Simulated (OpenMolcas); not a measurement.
**AlNH4 (SMILES [NH2][AlH2]), step by step**

Aim: the energy (UHF/STO-3G), then the energy (CASSCF(2,2)/STO-3G), then a single-point energy (CASPT2(2,2)/STO-3G), then the energy (SC-NEVPT2(2,2)/STO-3G), then the energy (MRCI(2,2)/STO-3G) of AlNH4. 

Program for the calculation: OpenMolcas 26.06.

3 further runs of the same task are left out: 2 that didn't finish, 1 set aside as unsound or not needed.

### 1 The molecule

AlNH4: 6 atoms, total charge 0, spin state singlet. SMILES: `[NH2][AlH2]`. The N1–H3 distance was set to 2.535 Å, away from the relaxed value. At this shape a bond of the SMILES string is far longer than usual.

Bond lengths: N1–Al2 1.774 Å, N1–H4 1.015 Å, Al2–H5 1.541 Å, Al2–H6 1.541 Å. Angles: N1–Al2–H5 122.2°, N1–Al2–H6 121.7°, Al2–N1–H4 125.8°, H5–Al2–H6 116.2°.

### 2 A single-point energy at UHF/STO-3G (run 1)

The input, step1.inp:

```
&GATEWAY
  BasLib=$CurrDir
  Coord
  6
  bohr
  N     -1.38743125     0.04376228     1.81448668
  Al    -1.49582594     3.38139656     1.51517296
  H      1.02980625    -3.03257579    -0.94985194
  H     -2.30050912    -0.99286589     3.14508064
  H     -1.27321620     4.71473062    -1.06477563
  H     -1.82463829     5.11467226     3.83301654
  Basis=STO-3G
  Group=NoSym

&SEWARD

&SCF
  UHF
  Scramble=0.25
  PrOrbitals=1 1
```

The basis set STO-3G is read from a file made from the Basis Set Exchange's data (not shown).

Launch:

```sh
$ export MOLCAS_MEM=1860
$ pymolcas step1.inp > step1.log
```

Standard output:

```text
--- Start Module: gateway ---
[...]
--- Stop Module: gateway /rc=_RC_ALL_IS_WELL_ ---
--- Start Module: seward ---
[...]
      Basis functions           18
--- Stop Module: seward /rc=_RC_ALL_IS_WELL_ ---
--- Start Module: scf ---
[...]
       Convergence after  56 Iterations
[...]
::    Total SCF energy                               -294.9190976865
[...]
      Total spin, S                                     0.6209346698
[...]
      Total electronic charge=   24.000000
      Total            charge=   -0.000000
[...]
      Dipole Moment (debye):
      Origin of the operator (angstrom)=   -0.7546    1.1485    0.8381
                   X= -7.6048E-01               Y=  4.5512E-01               Z=  7.0109E-01           Total=  1.1300E+00
      Quadrupole Moment (debye*angstrom):
[...]
--- Stop Module: scf /rc=_RC_ALL_IS_WELL_ ---
[...]
```

It took 2.8 s on 1 thread of Arm Neoverse V1, shared host; peak memory 0.37 GiB.

### 3 The energy at CASSCF(2,2)/STO-3G (run 2)

The input, step2.input:

```
&GATEWAY
  BASLIB = $CurrDir
  COORD
  6
  bohr
  N     -1.38743125     0.04376228     1.81448668
  Al    -1.49582594     3.38139656     1.51517296
  H      1.02980625    -3.03257579    -0.94985194
  H     -2.30050912    -0.99286589     3.14508064
  H     -1.27321620     4.71473062    -1.06477563
  H     -1.82463829     5.11467226     3.83301654
  BASIS = STO-3G
  GROUP = NoSym

&SEWARD

&RASSCF
  FILEORB = $CurrDir/step1.UnaOrb
  SPIN = 1
  NACTEL = 2 0 0
  INACTIVE = 11
  RAS2 = 2
  ORBLISTING = Nothing
```

The basis set STO-3G is read from a file made from the Basis Set Exchange's data (not shown).

Launch:

```sh
$ export MOLCAS_MEM=1860
$ pymolcas step2.input > step2.log
```

Standard output:

```text
--- Start Module: gateway ---
[...]
--- Stop Module: gateway /rc=_RC_ALL_IS_WELL_ ---
--- Start Module: seward ---
[...]
      Basis functions           18
--- Stop Module: seward /rc=_RC_ALL_IS_WELL_ ---
--- Start Module: rasscf ---
[...]
      Number of active orbitals                  2
[...]
      Spin quantum number                      0.0
[...]
      Active orbitals                            2
[...]
      Number of CSFs                             3
[...]
      Number of root(s) required                 1
[...]
      Convergence after 11 iterations
[...]
      printout of CI-coefficients larger than  0.05 for root  1
      energy=    -294.916910
      conf/sym  11     Coeff  Weight
             1  20  -0.73538 0.54079
             3  02   0.67765 0.45921
      Natural orbitals and occupation numbers for root  1
      sym 1:   1.081578   0.918422
      ************************************************************************************************************************
      *                                                    Final results                                                     *
[...]
::    RASSCF root number  1 Total energy:   -294.91691043
[...]
      Total electronic charge=   24.000000
      Total            charge=   -0.000000
[...]
      Dipole Moment (debye):
      Origin of the operator (angstrom)=   -0.7546    1.1485    0.8381
                   X= -7.7303E-01               Y=  4.1755E-01               Z=  6.5683E-01           Total=  1.0970E+00
      Quadrupole Moment (debye*angstrom):
[...]
--- Stop Module: rasscf /rc=_RC_ALL_IS_WELL_ ---
[...]
```

Wall time 1.9 s (1 thread of Arm Neoverse V1, shared host); peak memory 0.37 GiB.

### 4 The energy at CASPT2(2,2)/STO-3G (run 3)

The input, step3.input:

```
&GATEWAY
BASLIB=$CurrDir
COORD
6
bohr
N     -1.38743125     0.04376228     1.81448668
Al    -1.49582594     3.38139656     1.51517296
H      1.02980625    -3.03257579    -0.94985194
H     -2.30050912    -0.99286589     3.14508064
H     -1.27321620     4.71473062    -1.06477563
H     -1.82463829     5.11467226     3.83301654
BASIS=STO-3G
GROUP=NoSym
&SEWARD
&RASSCF
FILEORB=$CurrDir/step2.RasOrb
SPIN=1
NACTEL=2 0 0
INACTIVE=11
RAS2=2
ORBLISTING=Nothing
&CASPT2
IMAGINARY=0.1
FROZEN=6
```

The basis set STO-3G is read from a file made from the Basis Set Exchange's data (not shown).

Launch:

```sh
$ export MOLCAS_MEM=1860
$ pymolcas step3.input > step3.log
```

Standard output:

```text
--- Start Module: gateway ---
[...]
--- Stop Module: gateway /rc=_RC_ALL_IS_WELL_ ---
[...]
      Basis functions           18
[...]
--- Start Module: rasscf ---
[...]
      Number of active orbitals                  2
[...]
      Spin quantum number                      0.0
[...]
      Active orbitals                            2
[...]
      Number of CSFs                             3
[...]
      Number of root(s) required                 1
[...]
      Convergence after  4 iterations
[...]
      printout of CI-coefficients larger than  0.05 for root  1
      energy=    -294.916910
      conf/sym  11     Coeff  Weight
             1  20  -0.73538 0.54079
             3  02   0.67765 0.45921
      Natural orbitals and occupation numbers for root  1
      sym 1:   1.081578   0.918422
      ************************************************************************************************************************
      *                                                    Final results                                                     *
[...]
::    RASSCF root number  1 Total energy:   -294.91691043
[...]
      Total electronic charge=   24.000000
      Total            charge=   -0.000000
[...]
      Dipole Moment (debye):
      Origin of the operator (angstrom)=   -0.7546    1.1485    0.8381
                   X= -7.7303E-01               Y=  4.1755E-01               Z=  6.5683E-01           Total=  1.0970E+00
      Quadrupole Moment (debye*angstrom):
[...]
--- Stop Module: rasscf /rc=_RC_ALL_IS_WELL_ ---
--- Start Module: caspt2 ---
[...]
      E2 (Variational):          -0.0579545702
      Total energy:            -294.9748649960
[...]
      Reference weight:           0.97251
[...]
::    CASPT2 Root  1     Total energy:   -294.97486500
[...]
--- Stop Module: caspt2 /rc=_RC_ALL_IS_WELL_ ---
[...]
```

Run time: 1.9 s. Hardware: 1 thread of Arm Neoverse V1, shared host; peak memory 0.37 GiB.

### 5 A single-point energy at SC-NEVPT2(2,2)/STO-3G (run 4)

The input, step4.inp:

```
>>> EXPORT MOLCAS_PRINT=2

&GATEWAY
  BasLib = $CurrDir
  Coord
  6
  bohr
  N     -1.38743125     0.04376228     1.81448668
  Al    -1.49582594     3.38139656     1.51517296
  H      1.02980625    -3.03257579    -0.94985194
  H     -2.30050912    -0.99286589     3.14508064
  H     -1.27321620     4.71473062    -1.06477563
  H     -1.82463829     5.11467226     3.83301654
  Basis = STO-3G
  Group = NoSym

&SEWARD

&RASSCF
  FileOrb = $CurrDir/step2.RasOrb
  Spin = 1
  Nactel = 2 0 0
  Inactive = 11
  Ras2 = 2
  OrbListing = Nothing

&CASPT2
  SC-NEVPT2
  Frozen = 6
```

The basis set STO-3G is read from a file made from the Basis Set Exchange's data (not shown).

Launch:

```sh
$ export MOLCAS_MEM=1860
$ pymolcas step4.inp > step4.log
```

Standard output:

```text
--- Start Module: gateway ---
[...]
--- Stop Module: gateway /rc=_RC_ALL_IS_WELL_ ---
[...]
      Basis functions           18
[...]
--- Start Module: rasscf ---
[...]
      Number of active orbitals                  2
[...]
      Spin quantum number                      0.0
[...]
      Active orbitals                            2
[...]
      Number of CSFs                             3
[...]
      Number of root(s) required                 1
[...]
      Convergence after  4 iterations
[...]
      printout of CI-coefficients larger than  0.05 for root  1
      energy=    -294.916910
      conf/sym  11     Coeff  Weight
             1  20  -0.73538 0.54079
             3  02   0.67765 0.45921
      Natural orbitals and occupation numbers for root  1
      sym 1:   1.081578   0.918422
      ************************************************************************************************************************
      *                                                    Final results                                                     *
[...]
::    RASSCF root number  1 Total energy:   -294.91691043
[...]
      Total electronic charge=   24.000000
      Total            charge=   -0.000000
[...]
      Dipole Moment (debye):
      Origin of the operator (angstrom)=   -0.7546    1.1485    0.8381
                   X= -7.7303E-01               Y=  4.1755E-01               Z=  6.5683E-01           Total=  1.0970E+00
      Quadrupole Moment (debye*angstrom):
[...]
--- Stop Module: rasscf /rc=_RC_ALL_IS_WELL_ ---
--- Start Module: caspt2 ---
[...]
      E2 (Variational):          -0.0575283277
[...]
      E2 (Variational):          -0.0575089603
      Total energy:            -294.9744193861
[...]
      Reference weight:           0.97283
[...]
::    SC-NEVPT2 Root  1     Total energy:   -294.97441939
[...]
--- Stop Module: caspt2 /rc=_RC_ALL_IS_WELL_ ---
[...]
```

Wall time 1.9 s (1 thread of Arm Neoverse V1, shared host); peak memory 0.37 GiB.

### 6 A single-point energy at MRCI(2,2)/STO-3G (run 5)

The input, step5.inp:

```
* AlH4N MRCI
>>> EXPORT MOLCAS_PRINT=2

&gateway
  baslib
  $CurrDir
  coord
  6
  bohr
  N     -1.38743125     0.04376228     1.81448668
  Al    -1.49582594     3.38139656     1.51517296
  H      1.02980625    -3.03257579    -0.94985194
  H     -2.30050912    -0.99286589     3.14508064
  H     -1.27321620     4.71473062    -1.06477563
  H     -1.82463829     5.11467226     3.83301654
  basis
  STO-3G
  group
  NoSym

&seward

&rasscf
  fileorb
  $CurrDir/step2.RasOrb
  spin
  1
  nactel
  2 0 0
  inactive
  11
  ras2
  2
  orblisting
  Nothing

&motra
  lumorb
  frozen
  6

&guga
  electrons
  12
  spin
  1
  inactive
  5
  active
  2
  ciall
  1

&mrci
  sdci
```

The basis set STO-3G is read from a file made from the Basis Set Exchange's data (not shown).

Launch:

```sh
$ export MOLCAS_MEM=1860
$ pymolcas step5.inp > step5.log
```

Standard output:

```text
--- Start Module: gateway ---
[...]
--- Stop Module: gateway /rc=_RC_ALL_IS_WELL_ ---
[...]
      Basis functions           18
[...]
      Number of active orbitals                  2
[...]
      Spin quantum number                      0.0
[...]
      Active orbitals                            2
[...]
      Number of CSFs                             3
[...]
      Number of root(s) required                 1
[...]
      Convergence after  4 iterations
[...]
      printout of CI-coefficients larger than  0.05 for root  1
      energy=    -294.916910
      conf/sym  11     Coeff  Weight
             1  20  -0.73538 0.54079
             3  02   0.67765 0.45921
      Natural orbitals and occupation numbers for root  1
      sym 1:   1.081578   0.918422
      ************************************************************************************************************************
      *                                                    Final results                                                     *
[...]
::    RASSCF root number  1 Total energy:   -294.91691043
[...]
      Dipole Moment (debye):
      Origin of the operator (angstrom)=   -0.7546    1.1485    0.8381
                   X= -7.7303E-01               Y=  4.1755E-01               Z=  6.5683E-01           Total=  1.0970E+00
      Quadrupole Moment (debye*angstrom):
[...]
--- Start Module: guga ---
[...]
--- Stop Module: guga /rc=_RC_ALL_IS_WELL_ ---
[...]
       (But an ACPF correction will be computed)
       USE THE DEFAULT ACPF G-VALUE GFAC=  0.16666666666666666
[...]
                      CI ENERGY:  -294.99537877
[...]
                ACPF CORRECTION:    -0.00376188
[...]
      Total electronic charge=   24.000000
      Total            charge=    0.000000
[...]
     ACPF CORRECTION:     -0.00376188
[...]
  CI State   1     Total energy:   -294.99537877     QDav:     -0.00455796     QACPF:     -0.00376188
[...]
```

Wall time 2 s (1 thread of Arm Neoverse V1, shared host); peak memory 0.37 GiB.

### 7 Outcome

| quantity | value |
| --- | --- |
| run 1, UHF/STO-3G: total energy | -294.91910 Eh |
| run 1, UHF/STO-3G: dipole moment | 1.13 D |
| run 1, UHF/STO-3G: HOMO energy | -6.91 eV |
| run 1, UHF/STO-3G: LUMO energy | 7.50 eV |
| run 1, UHF/STO-3G: HOMO–LUMO gap | 14.41 eV |
| run 1, UHF/STO-3G: ⟨S²⟩ | 1.006 |
| run 2, CASSCF(2,2)/STO-3G: total energy | -294.91691 Eh |
| run 2, CASSCF(2,2)/STO-3G: dipole moment (CASSCF density) | 1.10 D |
| run 3, CASPT2(2,2)/STO-3G: total energy | -294.97487 Eh |
| run 3, CASPT2(2,2)/STO-3G: dipole moment (CASSCF density) | 1.10 D |
| run 4, SC-NEVPT2(2,2)/STO-3G: total energy | -294.97442 Eh |
| run 4, SC-NEVPT2(2,2)/STO-3G: dipole moment (CASSCF density) | 1.10 D |
| run 5, MRCI(2,2)/STO-3G: total energy | -294.99538 Eh |
| run 5, MRCI(2,2)/STO-3G: dipole moment (CASSCF density) | 1.10 D |

⟨S²⟩ (run 1, UHF/STO-3G) is 1.01 where a pure singlet has 0.00: the reference is spin-contaminated. Mulliken charges (run 2, CASSCF(2,2)/STO-3G) run from -0.51 on N1 to +0.97 on Al2; they depend strongly on the basis. Mulliken charges (run 3, CASPT2(2,2)/STO-3G) of the CASSCF density run from -0.51 on N1 to +0.97 on Al2; they depend strongly on the basis. Mulliken charges (run 4, SC-NEVPT2(2,2)/STO-3G) of the CASSCF density run from -0.51 on N1 to +0.97 on Al2.
